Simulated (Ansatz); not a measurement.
# CH6MgSi: the cost of one run

Method: RKS r2SCAN-D4/def2-SVP, in Ansatz 0.2.0.

### 1 The structure to begin with

Bond lengths: C1–Si2 1.918 Å, Si2–Mg3 2.478 Å, C1–H4 1.094 Å, C1–H5 1.087 Å, C1–H6 1.094 Å, Si2–H7 1.491 Å, Si2–H8 1.489 Å, Mg3–H9 1.712 Å. Angles: C1–Si2–Mg3 91.0°, C1–Si2–H7 104.0°, C1–Si2–H8 104.0°, Mg3–Si2–H7 123.7°, Mg3–Si2–H8 126.6°, H7–Si2–H8 102.1°, Si2–C1–H4 110.5°, Si2–C1–H5 113.4°, Si2–C1–H6 110.4°, H4–C1–H5 107.5°, H4–C1–H6 107.2°, H5–C1–H6 107.6°, Si2–Mg3–H9 154.1°.

Coordinates:

```xyz
9

C    -0.5900    0.7145   -0.5645
Si    0.8359   -0.5645   -0.4707
Mg    0.3171   -1.0352    1.9059
H    -1.5515    0.2308   -0.3681
H    -0.6635    1.2094   -1.5299
H    -0.4559    1.4904    0.1955
H     2.0355    0.1992   -0.9194
H     0.5875   -1.4658   -1.6293
H    -0.5150   -0.7789    3.3805
```

### 2 End point A

Contents of input.yaml:

```yaml
crystal:
  periodic: [false, false, false]
  atoms:
    - { symbol: C, position_ang: [-0.59001, 0.71454, -0.56447] }
    - { symbol: Si, position_ang: [0.83587, -0.56451, -0.47073] }
    - { symbol: Mg, position_ang: [0.3171, -1.03515, 1.90592] }
    - { symbol: H, position_ang: [-1.55153, 0.23079, -0.36806] }
    - { symbol: H, position_ang: [-0.66351, 1.20939, -1.52993] }
    - { symbol: H, position_ang: [-0.45589, 1.49041, 0.19548] }
    - { symbol: H, position_ang: [2.03548, 0.19921, -0.9194] }
    - { symbol: H, position_ang: [0.58753, -1.46575, -1.6293] }
    - { symbol: H, position_ang: [-0.51504, -0.77894, 3.38049] }
basis:
  gaussian: { orbitals: def2-SVP }
hamiltonian:
  xc: r2scan
  dispersion: d4
relax:
  f_tol: 0.015
  max_steps: 40
output:
  orbitals: {}
```

On the command line:

```sh
> ansatz run input.yaml --threads 2 --pin off --max-ram 3072MiB --backend cpu --events-out ev --progress --plain --runs-dir out
```

**Question.** How long does this run take on 2 threads of Intel Xeon Platinum 8488C (Sapphire Rapids), shared host, and how much memory does it need?

About 15 s, with a peak of 0.19 GiB.
